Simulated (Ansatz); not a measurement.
Start from `CC#CC` and change one atom or group to get `C#CC`.

Ansatz, PBE0-D4/def2-TZVP geometries, multiplicity 1. 

```json
{"property": "LUMO energy (ωB97M-V/def2-TZVPP) / eV", "`CC#CC`": "2.81"}
{"property": "LUMO energy (PBE0/def2-TZVPP) / eV", "`CC#CC`": "1.44"}
{"property": "LUMO energy (PBE/def2-TZVPP) / eV", "`CC#CC`": "0.65"}
{"property": "size of the dipole moment (B3LYP/def2-TZVPP) / D", "`CC#CC`": "0.00"}
{"property": "HOMO energy (B3LYP/def2-TZVPP) / eV", "`CC#CC`": "-6.90"}
{"property": "LUMO energy (B3LYP/def2-TZVPP) / eV", "`CC#CC`": "1.07"}
```

Q: Give the same properties after the change, and the shifts. (Best estimate.)

A: The calculation gave: 
```
                                        property  `C#CC`  shift
           LUMO energy (ωB97M-V/def2-TZVPP) / eV    2.86   0.05
              LUMO energy (PBE0/def2-TZVPP) / eV    1.30  -0.14
               LUMO energy (PBE/def2-TZVPP) / eV    0.26  -0.39
size of the dipole moment (B3LYP/def2-TZVPP) / D    0.83   0.83
             HOMO energy (B3LYP/def2-TZVPP) / eV   -7.49  -0.59
             LUMO energy (B3LYP/def2-TZVPP) / eV    1.02  -0.05
```

With PBE0 the HOMO falls by 0.60 eV and the LUMO falls by 0.14 eV, so the gap widens by about 0.46 eV. PBE moves the HOMO by -0.58 eV and ωB97M-V by -0.64 eV. The zero-point energy changes by -74.9 kJ/mol with -9 modes.

B3LYP here is the variant with VWN-RPA as its local correlation; programs differ in this.
